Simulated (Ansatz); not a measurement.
One change: `[CH3][AlH2]` becomes `[AlH2][CH2][SiH3]`.

Ansatz, PBE0-D4/def2-TZVP geometries, multiplicity 1. 

```tsv
property	`[CH3][AlH2]`
size of the dipole moment (ωB97M-V/def2-TZVPP) / D	0.75
HOMO energy (B3LYP/def2-TZVPP) / eV	-7.87
LUMO energy (PBE0/def2-TZVPP) / eV	-1.29
HOMO energy (ωB97M-V/def2-TZVPP) / eV	-10.33
LUMO energy (PBE/def2-TZVPP) / eV	-2.07
HOMO–LUMO gap (PBE0/def2-TZVPP) / eV	6.80
```

Task: What does the change do to each property? (Best estimate.)

Result: Computed: 
```csv
property,`[AlH2][CH2][SiH3]`,shift
size of the dipole moment (ωB97M-V/def2-TZVPP) / D,1.06,0.31
HOMO energy (B3LYP/def2-TZVPP) / eV,-7.87,0.00
LUMO energy (PBE0/def2-TZVPP) / eV,-1.49,-0.20
HOMO energy (ωB97M-V/def2-TZVPP) / eV,-10.26,0.07
LUMO energy (PBE/def2-TZVPP) / eV,-2.26,-0.19
HOMO–LUMO gap (PBE0/def2-TZVPP) / eV,6.59,-0.21
```

Dipoles are sizes alone; their direction can turn.

B3LYP here is the variant with VWN-RPA as its local correlation; programs differ in this.
